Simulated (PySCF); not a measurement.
**AlClO (SMILES [O]=[Al][Cl]): MP2/STO-3G**

Aim: the vertical singlet–triplet gap of AlClO at MP2/STO-3G, from 2 runs. The job is set up through a Python script.

The calculation is run with PySCF 2.14.0.

7 further runs of the same task are left out: 7 set aside as unsound or not needed.

**1. The molecule**

AlClO: 3 atoms, total charge 0, spin state singlet. SMILES: `[O]=[Al][Cl]`. The shape comes from GFN2-xTB, which is rough for such elements, and wasn't checked as a minimum.

Bond lengths: O1–Al2 1.566 Å, Al2–Cl3 2.014 Å. Angles: O1–Al2–Cl3 180.0°.

**2. A single-point energy at MP2/STO-3G**

File run.py:

```python
from pyscf import gto, scf, mp

mol = gto.M(
    atom=[
    ('O', (0.107470, 1.694260, 0.245960)),
    ('Al', (0.009340, 0.147220, 0.021380)),
    ('Cl', (-0.116820, -1.841490, -0.267330)),
],
    max_memory=1860,
    basis='sto-3g',
    verbose=3,
)

hf = scf.RHF(mol)
hf.conv_tol = 1e-10
hf.kernel()
if not hf.converged:
    hf = hf.newton().run(hf.mo_coeff, hf.mo_occ)

pt = mp.MP2(hf, frozen=11).run()
e_final = pt.e_tot
print('Final energy', e_final)
```

Command:

```sh
OMP_NUM_THREADS=1 python run.py
```

The log of the run:

```text
converged SCF energy = -767.437292341721
E(RMP2) = -767.554938646418  E_corr = -0.117646304697085
E(SCS-RMP2) = -767.55160979719  E_corr = -0.114317455468574
Final energy -767.5549386464185
```

Run time: 0.81 s. Hardware: 1 thread of Arm Neoverse V1, shared host; peak memory 0.12 GiB.

**3. The triplet, same level**

File start.xyz:

```xyz
3
AlClO
O      0.107470     1.694260     0.245960
Al     0.009340     0.147220     0.021380
Cl    -0.116820    -1.841490    -0.267330
```

File input.py:

```python
from pyscf import gto, mp

mol = gto.M(
    atom='start.xyz',
    spin=2,
    max_memory=1860,
    charge=0,
    verbose=4,
    basis='sto-3g',
)

myscf = mol.UHF()
myscf.conv_tol = 1e-10
myscf.kernel()
if not myscf.converged:
    myscf = myscf.newton().run(myscf.mo_coeff, myscf.mo_occ)

pt = mp.MP2(myscf, frozen=11).run()
e_tot = pt.e_tot
print('Final energy', e_tot)
```

Command:

```sh
OMP_NUM_THREADS=1 python input.py
```

The log of the run:

```text
PySCF version 2.14.0

[INPUT] num. atoms = 3
[INPUT] num. electrons = 38
[INPUT] charge = 0
[INPUT] spin (= nelec alpha-beta = 2S) = 2
[INPUT] symmetry False subgroup None
[INPUT] Mole.unit = angstrom
[INPUT] Symbol           X                Y                Z      unit          X                Y                Z       unit  Magmom
[INPUT]  1 O      0.107470000000   1.694260000000   0.245960000000 AA    0.203088866607   3.201687383806   0.464797037598 Bohr   0.0
[INPUT]  2 Al     0.009340000000   0.147220000000   0.021380000000 AA    0.017650042003   0.278205480058   0.040402344543 Bohr   0.0
[INPUT]  3 Cl    -0.116820000000  -1.841490000000  -0.267330000000 AA   -0.220757805872  -3.479911761125  -0.505180484880 Bohr   0.0

nuclear repulsion = 113.321164840881
number of shells = 13
number of NR pGTOs = 69
number of NR cGTOs = 23
basis = sto-3g
ecp = {}

******** <class 'pyscf.scf.uhf.UHF'> ********
method = UHF
initial guess = minao
damping factor = 0
level_shift factor = 0
DIIS = <class 'pyscf.scf.diis.CDIIS'>
diis_start_cycle = 1
diis_space = 8
diis_damp = 0
SCF conv_tol = 1e-10
SCF conv_tol_grad = None
SCF max_cycles = 50
direct_scf = True
direct_scf_tol = 1e-13
number electrons alpha = 20  beta = 18
Set gradient conv threshold to 1e-05
init E= -767.001787959321
[... the frontier-level lines of each cycle are left out ...]



cycle= 1 E= -767.328628118868  delta_E= -0.327  |g|= 0.208  |ddm|= 2.16
cycle= 2 E= -767.370108202336  delta_E= -0.0415  |g|= 0.0476  |ddm|= 0.439
cycle= 3 E= -767.372246162086  delta_E= -0.00214  |g|= 0.0126  |ddm|= 0.0937
cycle= 4 E= -767.372489152295  delta_E= -0.000243  |g|= 0.00417  |ddm|= 0.0317
cycle= 5 E= -767.372529477248  delta_E= -4.03e-05  |g|= 0.00133  |ddm|= 0.0162
cycle= 6 E= -767.372535061952  delta_E= -5.58e-06  |g|= 0.000391  |ddm|= 0.0075
cycle= 7 E= -767.372535568313  delta_E= -5.06e-07  |g|= 8.59e-05  |ddm|= 0.0024
cycle= 8 E= -767.372535586349  delta_E= -1.8e-08  |g|= 2.05e-05  |ddm|= 0.000419
cycle= 9 E= -767.372535587227  delta_E= -8.78e-10  |g|= 5.33e-06  |ddm|= 7.92e-05
cycle= 10 E= -767.372535587298  delta_E= -7.16e-11  |g|= 1.43e-06  |ddm|= 2.27e-05
Extra cycle  E= -767.372535587303  delta_E= -4.55e-12  |g|= 8.1e-07  |ddm|= 3.96e-06
converged SCF energy = -767.372535587303  <S^2> = 2.008339  2S+1 = 3.0055542

******** <class 'pyscf.mp.ump2.UMP2'> ********
nocc = (np.int64(9), np.int64(7)), nmo = (12, 12)
frozen orbitals 11
E(UMP2) = -767.408281723395  E_corr = -0.0357461360915745
E(SCS-UMP2) = -767.408849993178  E_corr = -0.0363144058754751
E_corr(same-spin) = -0.00759341242432421
E_corr(oppo-spin) = -0.0281527236672503
Final energy -767.4082817233946
```

It took 0.83 s on 1 thread of Arm Neoverse V1, shared host; peak memory 0.12 GiB.

**4. Results**

At MP2/STO-3G, 11 core orbitals frozen:

```
                                                           quantity          value
                                              singlet: total energy  -767.55494 Eh
                      singlet: dipole moment (Hartree–Fock density)         0.40 D
                       singlet: HOMO energy (Hartree–Fock orbitals)       -7.43 eV
                       singlet: LUMO energy (Hartree–Fock orbitals)        7.31 eV
                     singlet: HOMO–LUMO gap (Hartree–Fock orbitals)       14.74 eV
              singlet: correlation energy (11 core orbitals frozen)     -117.6 mEh
                                              triplet: total energy  -767.40828 Eh
                      triplet: dipole moment (Hartree–Fock density)         2.70 D
triplet: HOMO energy (Hartree–Fock orbitals) (highest over α and β)       -2.46 eV
 triplet: LUMO energy (Hartree–Fock orbitals) (lowest over α and β)        6.61 eV
              triplet: correlation energy (11 core orbitals frozen)      -35.7 mEh
                         triplet: ⟨S²⟩ of the reference determinant          2.008
                   vertical energy of the triplet above the singlet       3.991 eV
```

At this shape the triplet lies 3.99 eV (385 kJ/mol) above the singlet. In a minimal basis such a difference can be off by several eV, whatever the method. Mulliken charges (triplet) of the mean-field density run from -0.54 on Cl3 to +0.90 on Al2; they depend strongly on the basis.
